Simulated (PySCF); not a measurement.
The dipole of `CN1CCN1C` (1,2-dimethyl-1,2-diazetidine) from its density and from atomic charges.

Coordinates (PBE0-D3(BJ)/def2-TZVP, Å) and charges (e) from the PBE0/pcSseg-2 density (PySCF):

| atom | x | y | z | Mulliken | IAO | Hirshfeld | ESP-fitted |
| --- | --- | --- | --- | --- | --- | --- | --- |
| C1 | -1.352 | -1.322 | -0.332 | +0.0746 | -0.3162 | -0.0903 | -0.5350 |
| N2 | -0.584 | -0.313 | 0.351 | -0.2675 | -0.1998 | -0.0766 | -0.0894 |
| C3 | -1.043 | 1.072 | 0.173 | +0.0793 | -0.1653 | -0.0408 | -0.2429 |
| C4 | 0.416 | 1.444 | -0.063 | +0.0786 | -0.1653 | -0.0408 | -0.1175 |
| N5 | 0.652 | 0.024 | -0.362 | -0.2672 | -0.1998 | -0.0767 | -0.1072 |
| C6 | 1.816 | -0.561 | 0.251 | +0.0740 | -0.3164 | -0.0904 | -0.5408 |
| H7 | -1.526 | -1.073 | -1.389 | -0.0012 | +0.1143 | +0.0288 | +0.1425 |
| H8 | -0.832 | -2.281 | -0.278 | +0.0274 | +0.1510 | +0.0464 | +0.2084 |
| H9 | -2.313 | -1.433 | 0.177 | +0.0329 | +0.1496 | +0.0480 | +0.1989 |
| H10 | -1.557 | 1.498 | 1.034 | +0.0477 | +0.1467 | +0.0461 | +0.1446 |
| H11 | -1.656 | 1.199 | -0.730 | +0.0068 | +0.1199 | +0.0385 | +0.1507 |
| H12 | 0.656 | 2.129 | -0.876 | +0.0481 | +0.1467 | +0.0462 | +0.1145 |
| H13 | 0.915 | 1.768 | 0.860 | +0.0070 | +0.1197 | +0.0385 | +0.1220 |
| H14 | 2.707 | -0.157 | -0.237 | +0.0329 | +0.1496 | +0.0481 | +0.1974 |
| H15 | 1.868 | -0.356 | 1.331 | -0.0008 | +0.1145 | +0.0288 | +0.1430 |
| H16 | 1.810 | -1.642 | 0.098 | +0.0275 | +0.1509 | +0.0462 | +0.2106 |

Q: What dipole does each set of charges give (1 e·Å = 4.803 D), and what does the density give?

A: The full density gives (-0.15, 0.61, 0.03) D, 0.63 D in size; dipole vectors point from the negative to the positive end.

```tsv
scheme	μx	μy	μz	size (D)	share of the full size (%)	angle to the full dipole (°)
Mulliken	-0.20	0.82	0.04	0.85	135	0
IAO	-0.15	0.63	0.03	0.65	103	0
Hirshfeld	-0.08	0.35	0.01	0.36	57	0
ESP-fitted	-0.13	0.58	0.01	0.60	95	2
```

Q: Which set comes closest?

A: Length of the difference vector: IAO 0.02 D, ESP-fitted 0.04 D, Mulliken 0.22 D, Hirshfeld 0.27 D. Closest: IAO. 

Q: What is left for the Hirshfeld atoms' own dipoles?

A: The shares of the density sum to the whole, so what Σ q r misses lies in dipoles about the nuclei. The atomic dipoles sum to (-0.15, 0.61, 0.03) − (-0.08, 0.35, 0.01) = (-0.07, 0.26, 0.02) D, 0.27 D in size.

Q: With the origin at the mean of the coordinates, (-0.001, 0.000, 0.001) Å, which are the largest single terms, by size, of the Mulliken dipole along the direction of the full one?

A: C3 +0.49, C4 +0.49, H12 +0.43, H10 +0.43, C1 -0.35 D; all 16 atoms together +0.85 D. The single terms depend on the origin, their sum doesn't.

Q: Give the size of the full dipole in other units.

A: 0.63 D = 0.248 au = 0.131 e·Å = 2.10 × 10⁻³⁰ C·m.

The structure is a single PBE0-D3(BJ)/def2-TZVP conformer in the gas phase; no vibrational or solvent corrections.
